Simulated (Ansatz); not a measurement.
## Molecular dynamics of ClH4Si2

input.yaml

```yaml
crystal:
  periodic: [false, false, false]
  atoms:
    - { symbol: Si, position_ang: [-1.354471, 0.168007, -0.439881] }
    - { symbol: Si, position_ang: [0.694386, -0.061217, 0.481724] }
    - { symbol: Cl, position_ang: [0.938409, -2.00492, 1.290806] }
    - { symbol: H, position_ang: [-1.446302, -0.661812, -1.627992] }
    - { symbol: H, position_ang: [-1.488369, 1.547952, -0.876934] }
    - { symbol: H, position_ang: [0.927408, 0.848801, 1.586784] }
    - { symbol: H, position_ang: [1.79024, 0.095289, -0.460207] }
magnetization:
  spin_polarized: true
  initial_magnetization: 1
basis:
  gaussian: { orbitals: STO-3G }
hamiltonian:
  xc: r2scan
  dispersion: d4
md:
  timestep: 4.0
  n_steps: 40
  ensemble: nvt_nose_hoover
  temperature: 1500.0
  initial_velocities: maxwell_boltzmann
  seed: 582720
```

Command:

```bash
$ ansatz run input.yaml --threads 1 --pin off --max-ram 2048MiB --backend cpu --events-out ev --progress --plain --runs-dir out
```

It starts from a relaxed structure.

Output, in part (step lines, the closing report, with atoms numbered from 0):

```
md step     0: t =     0.00 fs  T =  1500.0 K  F+E_penalty+E_count = -28022.44697184 eV  E_kin = 0.969450 eV  conserved = -28021.47752185 eV  (23 SCF iters)
[... lines left out ...]
Total energy: -28009.44955141 eV, -1029.3282855274 hartree
Atom 0 at    -1.288079    -1.125145     0.616762 Å, force    -0.609220     0.062537     0.219207 eV/Å
Atom 1 at     0.620535    -0.017677     0.295243 Å, force     0.371828    -0.607939     0.380600 eV/Å
Atom 2 at     0.719466    -2.208704     1.259719 Å, force     0.095027     0.747335    -0.472580 eV/Å
Atom 3 at    -0.950733    -1.386253    -0.826751 Å, force     0.142423    -0.201934    -0.127326 eV/Å
Atom 4 at    -2.591894    34.279231   -30.701528 Å, force     0.000016     0.000007    -0.000001 eV/Å
Atom 5 at     4.041022     9.604213    11.859010 Å, force    -0.000022    -0.000005     0.000022 eV/Å
Atom 6 at     7.192338     1.316636    -4.860341 Å, force    -0.000051    -0.000002     0.000078 eV/Å
Dipole moment:    -0.035205     0.558747    -0.207919 e Å
```

The steps, from the saved trajectory:

```json
{"time (fs)": "0.0", "T (K)": "1500", "potential energy less start (eV)": "0.000", "conserved less start (meV/atom)": "0.00"}
{"time (fs)": "4.0", "T (K)": "757", "potential energy less start (eV)": "1.768", "conserved less start (meV/atom)": "183.96"}
{"time (fs)": "8.0", "T (K)": "688", "potential energy less start (eV)": "2.029", "conserved less start (meV/atom)": "214.80"}
{"time (fs)": "12.0", "T (K)": "1509", "potential energy less start (eV)": "1.396", "conserved less start (meV/atom)": "199.79"}
{"time (fs)": "16.0", "T (K)": "25946", "potential energy less start (eV)": "7.853", "conserved less start (meV/atom)": "3389.98"}
{"time (fs)": "20.0", "T (K)": "131208", "potential energy less start (eV)": "5.298", "conserved less start (meV/atom)": "13543.73"}
{"time (fs)": "24.0", "T (K)": "96560", "potential energy less start (eV)": "6.343", "conserved less start (meV/atom)": "13650.90"}
{"time (fs)": "28.0", "T (K)": "67659", "potential energy less start (eV)": "5.177", "conserved less start (meV/atom)": "13561.84"}
{"time (fs)": "32.0", "T (K)": "54185", "potential energy less start (eV)": "7.255", "conserved less start (meV/atom)": "14192.54"}
{"time (fs)": "36.0", "T (K)": "55159", "potential energy less start (eV)": "12.463", "conserved less start (meV/atom)": "16274.34"}
{"time (fs)": "40.0", "T (K)": "40024", "potential energy less start (eV)": "13.500", "conserved less start (meV/atom)": "16179.43"}
{"time (fs)": "44.0", "T (K)": "30248", "potential energy less start (eV)": "13.593", "conserved less start (meV/atom)": "16177.53"}
{"time (fs)": "48.0", "T (K)": "23084", "potential energy less start (eV)": "13.551", "conserved less start (meV/atom)": "16174.54"}
{"time (fs)": "52.0", "T (K)": "17867", "potential energy less start (eV)": "13.498", "conserved less start (meV/atom)": "16174.06"}
{"time (fs)": "56.0", "T (K)": "14033", "potential energy less start (eV)": "13.455", "conserved less start (meV/atom)": "16174.27"}
{"time (fs)": "60.0", "T (K)": "11152", "potential energy less start (eV)": "13.429", "conserved less start (meV/atom)": "16173.26"}
{"time (fs)": "64.0", "T (K)": "8976", "potential energy less start (eV)": "13.419", "conserved less start (meV/atom)": "16174.03"}
{"time (fs)": "68.0", "T (K)": "7342", "potential energy less start (eV)": "13.381", "conserved less start (meV/atom)": "16173.55"}
{"time (fs)": "72.0", "T (K)": "6079", "potential energy less start (eV)": "13.341", "conserved less start (meV/atom)": "16172.78"}
{"time (fs)": "76.0", "T (K)": "5083", "potential energy less start (eV)": "13.315", "conserved less start (meV/atom)": "16173.39"}
{"time (fs)": "80.0", "T (K)": "4307", "potential energy less start (eV)": "13.277", "conserved less start (meV/atom)": "16173.29"}
{"time (fs)": "84.0", "T (K)": "3681", "potential energy less start (eV)": "13.240", "conserved less start (meV/atom)": "16172.74"}
{"time (fs)": "88.0", "T (K)": "3184", "potential energy less start (eV)": "13.202", "conserved less start (meV/atom)": "16172.66"}
{"time (fs)": "92.0", "T (K)": "2782", "potential energy less start (eV)": "13.166", "conserved less start (meV/atom)": "16173.05"}
{"time (fs)": "96.0", "T (K)": "2446", "potential energy less start (eV)": "13.133", "conserved less start (meV/atom)": "16173.09"}
{"time (fs)": "100.0", "T (K)": "2168", "potential energy less start (eV)": "13.097", "conserved less start (meV/atom)": "16172.52"}
{"time (fs)": "104.0", "T (K)": "1934", "potential energy less start (eV)": "13.067", "conserved less start (meV/atom)": "16172.57"}
{"time (fs)": "108.0", "T (K)": "1746", "potential energy less start (eV)": "13.035", "conserved less start (meV/atom)": "16172.97"}
{"time (fs)": "112.0", "T (K)": "1606", "potential energy less start (eV)": "12.986", "conserved less start (meV/atom)": "16172.60"}
{"time (fs)": "116.0", "T (K)": "1473", "potential energy less start (eV)": "12.948", "conserved less start (meV/atom)": "16171.99"}
{"time (fs)": "120.0", "T (K)": "1318", "potential energy less start (eV)": "12.943", "conserved less start (meV/atom)": "16172.08"}
{"time (fs)": "124.0", "T (K)": "1146", "potential energy less start (eV)": "12.966", "conserved less start (meV/atom)": "16172.32"}
{"time (fs)": "128.0", "T (K)": "988", "potential energy less start (eV)": "12.993", "conserved less start (meV/atom)": "16172.32"}
{"time (fs)": "132.0", "T (K)": "872", "potential energy less start (eV)": "13.005", "conserved less start (meV/atom)": "16172.30"}
{"time (fs)": "136.0", "T (K)": "784", "potential energy less start (eV)": "13.008", "conserved less start (meV/atom)": "16172.09"}
{"time (fs)": "140.0", "T (K)": "687", "potential energy less start (eV)": "13.023", "conserved less start (meV/atom)": "16171.95"}
{"time (fs)": "144.0", "T (K)": "592", "potential energy less start (eV)": "13.049", "conserved less start (meV/atom)": "16172.31"}
{"time (fs)": "148.0", "T (K)": "540", "potential energy less start (eV)": "13.051", "conserved less start (meV/atom)": "16172.44"}
{"time (fs)": "152.0", "T (K)": "533", "potential energy less start (eV)": "13.023", "conserved less start (meV/atom)": "16171.96"}
{"time (fs)": "156.0", "T (K)": "523", "potential energy less start (eV)": "13.001", "conserved less start (meV/atom)": "16171.87"}
{"time (fs)": "160.0", "T (K)": "491", "potential energy less start (eV)": "12.997", "conserved less start (meV/atom)": "16172.06"}
```

All steps were run. The conserved energy changed by up to 16000 meV per atom, so the integration failed: the time step of 4 fs is too long for the fastest motions that this run met, and the later frames carry no physical meaning.

Parted: Si1–H5 1.45 → 47.29 Å, Si2–H6 1.45 → 15.43 Å, Si2–H7 1.45 → 8.46 Å. Joined: Si1–Cl3 3.60 → 2.37 Å. It ends as ClHSi2 + H + H + H. Pairs count as bonded within 1.25 times the sum of covalent radii (0.12 Å more for H–H).

Last frame:

```xyz
7
Properties=species:S:1:pos:R:3
Si -1.288 -1.125 0.617
Si 0.621 -0.018 0.295
Cl 0.720 -2.209 1.260
H -0.951 -1.386 -0.827
H -2.592 34.279 -30.701
H 4.041 9.604 11.859
H 7.192 1.317 -4.860
```

Run time: 3.6 min on 1 thread of AMD EPYC 7R43 64-Core Processor (Zen 3), on a shared host, peak memory 0.18 GiB.
